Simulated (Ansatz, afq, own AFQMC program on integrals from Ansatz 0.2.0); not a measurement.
**AlBH₂, triplet in cc-pVDZ, levels against CCSDT(Q)**

```yaml
atoms:
  - { symbol: B, position_ang: [0.0000, 0.0000, 1.0513] }
  - { symbol: Al, position_ang: [0.0000, 0.0000, -0.8575] }
  - { symbol: H, position_ang: [0.0000, 0.0000, 2.2344] }
  - { symbol: H, position_ang: [0.0000, 0.0000, -2.4283] }
```

Connectivity, by distances: BH–AlH.

Basis cc-pVDZ. Only valence electrons are correlated. Integrals, coupled cluster, full CI and functionals: Ansatz 0.2.0; the random walks run on the same integrals in our own AFQMC program. The CISD trial takes its coefficients from CCSD amplitudes. Released means that phaseless walkers are propagated on without the constraint, phases kept. Free projection: walkers drawn from exp(T), propagated without any constraint. Its projection time is finite, and what remains of the start isn't in its error. Error bars are statistical, one sigma.

Determinant: ROHF, the one that the program's search chose, which needn't be the lowest solution. The geometry is a point of a scan.

No full CI on the walks' own integrals is used here; CCSDT(Q) serves as the reference and is uncertain by about the last step of the cluster series.

Cautions: lower spins were not checked.

* T1 diagnostic: 0.0209
* weight of the determinant in the CISD state: 0.896
* size of the correlated space: 8 electrons in 36 orbitals

```json
{"level": "MP2", "correlation energy (eV)": "-3.3029"}
{"level": "CCSD", "correlation energy (eV)": "-4.1207"}
{"level": "CCSD(T)", "correlation energy (eV)": "-4.2527"}
```

(1) Estimate where phaseless AFQMC with a CISD trial lies against CCSD(T) on the same integrals.

(1) 0.75 ± 0.31 mEh below CCSD(T).

Reference: CCSDT(Q), correlation energy -4.296 eV. The released energy is read at 2.40 1/Eh (meV from the phaseless value at times in 1/Eh: -3 ± 9 at 0.24, -11 ± 8 at 0.51, -14 ± 8 at 0.99, -26 ± 8 at 1.62, -26 ± 10 at 2.40).

```csv
level,E − E(reference) (mEh),share of correlation (%)
CCSD(T),1.59,98.99
CCSDT,0.29,99.81
ph-AFQMC/HF,1.51 ± 1.43,99.05
ph-AFQMC/CISD,0.85 ± 0.31,99.46
released AFQMC,-0.11 ± 0.38,100.07
free AFQMC,-0.12 ± 0.41,100.07
```

Free projections are given only where their last times agree within the noise and don't stop above the reference; a slow remainder of the start can still hide under it. A walk keeps the symmetry of its determinant, which the program's search chose and which needn't be the lowest solution, so a lower state of the same spin and another symmetry isn't excluded. Released energies are given only where the last usable release times agree within the noise; a slower fall can still hide under it.
